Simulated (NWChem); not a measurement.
Molecule: SiH4; SMILES [SiH4]

Computed with NWChem. The geometry was optimised at PBE0/def2-SVP. B3LYP is NWChem's, with the RPA form of VWN correlation.

Q: Predict the results for B3LYP/def2-TZVP. Quantities: highest occupied level (eV); orbital gap (eV).

A: 
```yaml
highest occupied level (eV): -9.64
orbital gap (eV): 10.46
```
